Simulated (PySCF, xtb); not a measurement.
C₂H₅, SMILES [CH2]C (connectivity only; charge and spin as stated), charge +1, multiplicity 1.

GFN2-xTB (xtb) at its own geometry gives an orbital gap of 2.69 eV.

Geometry optimised at B3LYP-D3(BJ)/def2-TZVP. A frequency run showed that this geometry is not a minimum. The multiplicity is an assumed one; other spin states were not compared. The isomer is the one that the SMILES or the coordinates give; other isomers of the formula were not compared.

### Question
What does PySCF with HF/def2-TZVPD give? (An estimate is asked for; the answer gives what the named calculation found.)

### Answer
gap 15.36 eV (levels -21.48 and -6.13 eV).
